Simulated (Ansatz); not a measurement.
## Ansatz (development build ahead of 0.2.0) run

```yaml
crystal:
  periodic: [false, false, false]
  atoms:
    - { symbol: C, position_ang: [0.00307, -0.00885, -1.23546] }
    - { symbol: C, position_ang: [-0.00343, 0.00057, 0.2051] }
    - { symbol: C, position_ang: [0.00734, 0.00668, 1.42404] }
    - { symbol: H, position_ang: [-0.00639, -1.02582, -1.64217] }
    - { symbol: H, position_ang: [-0.88697, 0.51989, -1.62732] }
    - { symbol: H, position_ang: [0.88278, 0.51544, -1.62784] }
    - { symbol: H, position_ang: [-0.00606, 0.00765, 2.49712] }
basis:
  gaussian: { orbitals: cc-pVTZ }
hamiltonian:
  xc: hf
correlation:
  method: mp2
  frozen_orbitals: { C: 1, H: 0 }
```

The input is written out in the form of the current development build from the run's settings.

Output:

```json
{
  "Converged": "yes",
  "Reference energy": "-115.90519 hartree",
  "Correlation energy": "-0.48424 hartree",
  "Total energy": "-116.38942 hartree",
  "Spin squared of the determinant": "0.000"
}
```
